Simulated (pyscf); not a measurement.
## Insertion: HO–In [singlet] + NH₃ → H₂N–InH–OH

Gas phase, singlet surface, charge 0. Bonds broken: N4–H5. Bonds formed: In1–N4, In1–H5. PySCF, gas phase, ωB97X-D3(BJ)/def2-SVP geometries. MP2 and CC: frozen core, UHF for open shells. ΔMP2 is the change of the MP2 total energy from the triple- to the quadruple-zeta basis.

Transition state (Å):

```xyz
7

In     0.3388     0.1702    -0.9415
O      1.6320     1.0919     0.2634
H      2.3889     1.4769    -0.1944
N     -1.2370    -0.8937     0.1173
H     -0.6555    -1.1917    -1.4699
H     -1.3271    -1.3946     1.0074
H     -2.1773    -0.6169    -0.1771
```

One imaginary mode, 1306i cm⁻¹; descent along it reached the two sides named, in the forms told below.

```
bond    change  reactant side (Å)  saddle  product side
------  ------  -----------------  ------  ------------
N4–H5   breaks              1.019   1.716           3.3
In1–N4   forms              2.558   2.176         2.003
In1–H5   forms                3.2   1.767         1.708
```

Electronic energies relative to the separated reactants (kcal/mol):

```csv
level,barrier,reaction energy,reverse barrier
ωB97X-D3(BJ)/def2-TZVP,62.0,+9.5,52.5
PBE/def2-TZVP,53.6,+17.3,36.3
r²SCAN/def2-TZVP,54.2,+13.1,41.1
B3LYP-D3(BJ)/def2-TZVP,61.7,+18.9,42.8
PBE0-D3(BJ)/def2-TZVP,58.9,+14.3,44.6
M06-2X/def2-TZVP,61.8,+12.7,49.2
ωB97M-D3(BJ)/def2-TZVP,64.1,+14.5,49.6
HF/def2-TZVP,83.0,+16.9,66.1
MP2/def2-QZVPP,60.8,+15.0,45.8
CCSD/def2-TZVPP,66.2,+14.8,51.4
CCSD(T)/def2-TZVPP,61.1,+13.8,47.3
CCSD(T)/def2-TZVPP + ΔMP2(QZVPP),60.8,+14.2,46.6
```

With CCSD(T)/def2-TZVPP + ΔMP2(QZVPP) energies and thermal terms (ideal gas, 1 atm, RRHO with modes under 100 cm⁻¹ raised to 100, one conformer, R ln 2 for rigid chiral ones), in kcal/mol:

| T (K) | ΔH‡ | ΔG‡ | ΔH | ΔG |
|---|---|---|---|---|
| 298 | 57.6 | 67.3 | +12.3 | +21.4 |
| 600 | 58.3 | 76.8 | +13.6 | +30.2 |
| 900 | 59.3 | 85.8 | +15.1 | +38.2 |
| 1200 | 60.3 | 94.5 | +16.7 | +45.6 |

On the reactant side the descent ends in an adduct with a In–N contact, 14.2 kcal/mol under the separated species and 76.2 kcal/mol under the saddle at ωB97X-D3(BJ)/def2-TZVP. What is counted as formed (In–N) is already present as a longer contact in the reactant adduct; forming that adduct is a step of its own. One saddle was located; it need not be the lowest between these sides. The CCSD(T) − MP2 part came from Ansatz, without density fitting, on the same reference. The frozen core leaves the outer d or s,p core shells of the metals and heavy elements correlated in the MP2 and CC values, and def2-TZVPP describes them poorly, which can shift differences by a few kcal/mol. Elements past Kr carry the def2 core potentials, without spin-orbit coupling.
